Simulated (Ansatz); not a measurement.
Species, as SMILES: OCl (OH-Cl).
Atoms: O1, H2, Cl3. Bonds: O1-H2, O1-Cl3.

Basis-set convergence of the optimised O1-H2 bond length at HF with Ansatz (an electronic-structure program). Cartesian d functions, on some or all atoms, in 6-31G*, 6-31+G*, 6-311G**, 6-311+G**; all else is spherical. The program fits the integrals of some runs and decomposes those of others, by size. No added dispersion term, no relativity. Reference: the value in aug-pcseg-3, 0.9423 Å, itself unsure by roughly 0.0001 Å (its mean distance from aug-cc-pV(Q+d)Z, def2-QZVPPD, pcseg-3). Deviations are taken from unrounded values.

```tsv
basis	functions	optimised O1-H2 bond length (Å)
6-31G*	36	0.9512
6-31+G*	44	0.9513
def2-SVP	37	0.9484
def2-SVPD	58	0.9473
pcseg-1	37	0.9508
aug-pcseg-1	59	0.9481
cc-pV(D+d)Z	42	0.9500
aug-cc-pV(D+d)Z	64	0.9470
6-311G**	51	0.9439
6-311+G**	59	0.9444
def2-TZVP	74	0.9451
def2-TZVPD	95	0.9454
pcseg-2	78	0.9422
aug-pcseg-2	119	0.9424
cc-pV(T+d)Z	83	0.9434
aug-cc-pV(T+d)Z	124	0.9437
def2-TZVPP	87	0.9427
def2-TZVPPD	108	0.9429
cc-pV(Q+d)Z	149	0.9424
aug-cc-pV(Q+d)Z	215	0.9426
def2-QZVPP	157	0.9424
def2-QZVPPD	178	0.9425
pcseg-3	157	0.9422
aug-pcseg-3	223	0.9423
```

What the diffuse functions change, pair by pair:
- 6-31G* to 6-31+G*: 8 more functions, deviation 0.0089 to 0.0090 Å
- def2-SVP to def2-SVPD: 21 more functions, deviation 0.0061 to 0.0050 Å
- pcseg-1 to aug-pcseg-1: 22 more functions, deviation 0.0084 to 0.0058 Å
- cc-pV(D+d)Z to aug-cc-pV(D+d)Z: 22 more functions, deviation 0.0076 to 0.0047 Å
- 6-311G** to 6-311+G**: 8 more functions, deviation 0.0016 to 0.0021 Å
- def2-TZVP to def2-TZVPD: 21 more functions, deviation 0.0028 to 0.0031 Å
- pcseg-2 to aug-pcseg-2: 41 more functions, deviation -0.0002 to 0.0001 Å
- cc-pV(T+d)Z to aug-cc-pV(T+d)Z: 41 more functions, deviation 0.0011 to 0.0014 Å
- def2-TZVPP to def2-TZVPPD: 21 more functions, deviation 0.0004 to 0.0006 Å
- cc-pV(Q+d)Z to aug-cc-pV(Q+d)Z: 66 more functions, deviation 0.0001 to 0.0002 Å
- def2-QZVPP to def2-QZVPPD: 21 more functions, deviation 0.0000 to 0.0001 Å
- pcseg-3 to aug-pcseg-3: 66 more functions, deviation -0.0001 to 0.0000 Å

Leaving out the reference's own pair, they bring the value nearer the reference by more than 0.0001 Å in 3 of 11 pairs.
